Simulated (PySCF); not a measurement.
Hydrochloric acid, HCl.
Geometry (GFN2-xTB, Å), atoms numbered from 1 in this order:
```xyz
2
HCl angstrom
Cl     0.6399   -0.0028   -0.0030
H     -0.6372    0.0041   -0.0112
```

A PySCF run (density fitting, gas phase, GFN2-xTB geometry) gave HOMO -9.41 eV, LUMO 0.38 eV, dipole 1.46 D.

Question: Which of these levels was it?
A. BHandHLYP/def2-QZVP
B. CAM-B3LYP/def2-SVPD
C. PBE0/pcSseg-1
D. PW91/def2-SVPD

Answer: C. It is PBE0/pcSseg-1. All candidates on this geometry:

```
                       level and settings                    kind  basis functions  SCF cycles     E (Eh)  HOMO (eV)  LUMO (eV)  dipole (D)
PW91/def2-SVPD, energy threshold 1e-06 Eh                     GGA               35           6  -460.6509      -8.17      -1.11        1.11
                            PBE0/pcSseg-1           global hybrid               29           9  -460.6295      -9.41       0.38        1.46
                      BHandHLYP/def2-QZVP           global hybrid              100           9  -460.8313     -10.82       0.70        1.17
                      CAM-B3LYP/def2-SVPD  range-separated hybrid               35           9  -460.6786     -10.98       0.75        1.16
```

The nearest other candidate, by the summed differences of HOMO and LUMO, is BHandHLYP/def2-QZVP: its HOMO differs by -1.41 eV and its LUMO by +0.32 eV. Cycle counts include a coarse-grid stage where the run had one.
